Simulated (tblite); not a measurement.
Compound: N-ethylmethylamine, C3H9N.
Bonds: C1–C2, C2–N3, N3–C4. Hydrogens: H5, H6, H7 on C1; H8, H9 on C2; H10 on N3; H11, H12, H13 on C4.

Computed with GFN2-xTB (tblite), gas phase: nudged elastic band of 9 images (0 to 8), spring 0.2 eV/Å², climbing image at the end, force threshold 0.05 eV/Å. No saddle search or frequency run followed, so the top image need not be a first-order saddle, and its height can exceed the method's true barrier by a kcal/mol or more.

The band describes a rotation about C2–N3 (sp3 carbon bound to nitrogen, secondary amine nitrogen), followed by the dihedral C1–C2–N3–C4, from the optimised start (178°) to a second optimised geometry at -73°.

**Question.** How does the energy change from image to image?

**Answer.** 
```
image  dihedral (°)  E (kcal/mol)  C2–N3 (Å)  C1···C4 (Å)  largest true force (eV/Å)
    0           178          0.00      1.451         3.75                       0.01
    1          -167          0.35      1.451         3.74                       0.05
    2          -153          1.14      1.454         3.70                       0.05
    3          -139          1.98      1.457         3.64                       0.05
    4          -126          2.48      1.459         3.55                       0.05
    5          -112          2.37      1.460         3.44                       0.05
    6           -99          1.80      1.458         3.31                       0.05
    7           -85          1.25      1.456         3.17                       0.05
    8           -73          0.93      1.454         3.07                       0.01
```

Barriers of this band. The top is image 4 at -126°: 2.48 kcal/mol forward and 1.55 kcal/mol back; the end lies 0.93 kcal/mol above the start. The central bond is 0.008 Å longer at the top than at the start.

**Question.** What rate follows at 298 K for crossing this barrier forward?

**Answer.** Taking the electronic barrier for the free energy of activation (no zero-point or entropy terms, transmission 1), rate = (kT/h)·exp(−ΔE/kT) ≈ 9 × 10^10 s⁻¹, whose inverse is 1 × 10^-11 s. An error of 1 kcal/mol in the barrier changes this by a factor of 5, and the method and the loose band can each miss by that much or more.

**Question.** How would the two end points share their population at 298 K, from these energies alone?

**Answer.** exp(−ΔE/kT) with ΔE = 0.040 eV gives 0.21 for the higher one (end) against 1 for the lower, without vibrational, rotational or degeneracy terms. GFN2-xTB can put conformers this close in the wrong order.

**Question.** How long is the path, and how are the images spaced?

**Answer.** Cartesian distances between aligned neighbours (all atoms, Å): 0.54, 0.50, 0.50, 0.50, 0.51, 0.51, 0.53, 0.73; the sum is 4.32 Å, and the top lies 47 % of the way along.

What follows is the cost of the whole band run. The run took 2.8 s wall on Intel Xeon at 2.50 GHz, one thread, no GPU, shared host with 64 logical CPUs at a one-minute load of 60, and the process peaked at 0.18 GiB of memory.
